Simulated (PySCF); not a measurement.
The calculation used core-valence-separated Tamm–Dancoff BHandHLYP/aug-pcX-1 (pcseg-1 on H, def2-SVPD on S) in PySCF, non-relativistic, gas phase, PBE0-D3(BJ)/def2-SVP geometry. Absolute energies from this functional tend to lie a few eV below measured edges; no shift was applied.

Main lines of an unknown, eV (oscillator strength): C K: 283.4 (0.011), 283.4 (0.100), 283.7 (0.056), 285.5 (0.068), 285.8 (0.033); F K: 686.2 (0.022), 686.5 (0.006), 687.7 (0.014), 688.1 (0.003), 688.2 (0.003). Listed: the first five lines at most of each edge with a tenth or more of its strongest line's intensity; roots within 0.03 eV on the same or equivalent atoms are summed. Only the lowest roots were sought, and the top ones are left out.

Question: Which candidate gives them?
A. `Fc1ccsc1`
B. `F/C=C/C=C=S`

Answer: A. 

- `Fc1ccsc1`: C K: 283.4 (0.011), 283.4 (0.100), 283.7 (0.056), 285.5 (0.068), 285.8 (0.033); F K: 686.2 (0.022), 686.5 (0.006), 687.7 (0.014), 688.1 (0.003), 688.2 (0.003). First C line listed at 283.4 eV, hole on the aromatic CH carbon; first F line listed at 686.2 eV, hole on the aryl fluorine.
- `F/C=C/C=C=S`: C K: 282.0 (0.079), 283.4 (0.051), 283.9 (0.049), 284.6 (0.067), 284.8 (0.066); F K: 685.6 (0.010), 686.2 (0.010), 686.6 (0.011), 687.5 (0.015), 687.9 (0.002). First C line listed at 282.0 eV, hole on the central carbon of cumulated double bonds; first F line listed at 685.6 eV, hole on the vinyl fluorine.

One conformer each; other structures than these candidates weren't tested.
